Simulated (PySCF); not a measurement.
# Simulated absorption spectrum

C5H13N.
Z-matrix (Å and degrees, GFN2-xTB geometry), rows numbered from 1:
```
C 
C   1  1.5239
C   2  1.5283  1  111.12
N   3  1.4540  2  112.55  1  -167.94
C   4  1.4479  3  112.45  2   -70.67
C   4  1.4481  3  111.25  2   164.46
H   1  1.0882  2  110.49  3   -59.35
H   1  1.0873  2  110.54  3  -179.29
H   1  1.0878  2  110.75  3    60.60
H   2  1.0911  1  110.01  3  -120.11
H   2  1.0910  1  108.94  3   121.64
H   3  1.0938  2  108.18  1   -49.70
H   3  1.1063  2  109.52  1    67.34
H   5  1.0890  4  108.95  3  -179.80
H   5  1.0874  4  109.67  3    61.87
H   5  1.1027  4  112.63  3   -59.40
H   6  1.0892  4  109.30  3   -58.42
H   6  1.0892  4  109.06  3  -176.89
H   6  1.1022  4  112.95  3    62.53
```

Computed, not measured: TDDFT PBE0/def2-SVPD, vertical, gas phase, core orbitals frozen in the response in PySCF.

Broadening: Gaussians 0.3 eV wide at half height, area fixed by f = 4.319×10⁻⁹ ∫ε dν̃. The width is an assumption, not a result. The curve ends short of the highest state used, and states not computed would add to its high-energy end.

```
E (eV)  ε (L mol⁻¹ cm⁻¹)
  5.40                 4
  5.49                39
  5.57               191
  5.66               700
  5.74              1463
  5.83              2092
  5.92              1819
  6.00              1071
  6.09               470
  6.18               526
  6.26              1047
  6.35              1700
  6.43              1844
  6.52              1404
  6.61               794
  6.69               606
  6.78              1432
  6.86              3503
  6.95              6423
  7.04              7552
  7.12              6475
  7.21              4757
  7.30              3846
  7.38              3450
```

**Question.** Locate the maxima and give the states behind the curve.

**Answer.** 212 nm (5.85 eV), ε about 2100, made up of S1 (100%); 193 nm (6.41 eV), ε about 1900, made up of S2 (79%) and S3 (21%); 176 nm (7.03 eV), ε about 7600, made up of S4 (91%) (ε in L mol⁻¹ cm⁻¹; maxima over ε = 5, shares over 10%). The states used: S1 5.85 eV (f 0.024); S2 6.38 eV (f 0.017); S3 6.52 eV (f 0.0064); S4 7.01 eV (f 0.078); S5 7.22 eV (f 0.022); S6 7.40 eV (f 0.025); S7 7.61 eV (f 0.013); S8 7.98 eV (f 0.023).

**Question.** On this curve, what absorbance would a 10⁻⁵ mol/L sample give at 193 nm over a 1 cm path?

**Answer.** 193 nm is 6.424 eV, where ε is about 1900 L mol⁻¹ cm⁻¹, so A = ε c l ≈ 0.019 (Beer–Lambert, with the gas-phase spectrum and the assumed width).

**Question.** Coming from long wavelengths, where does ε first pass 100 L mol⁻¹ cm⁻¹?

**Answer.** At about 224 nm (5.54 eV), 0.31 eV below S1.

**Question.** What would ε be at 7.03 eV, the highest of these maxima, with half the width (0.15 eV)?

**Answer.** About 13400 L mol⁻¹ cm⁻¹ against 7570, a factor of about 1.8; a lone state at its own centre would give exactly 2.

One conformer stands for the species.
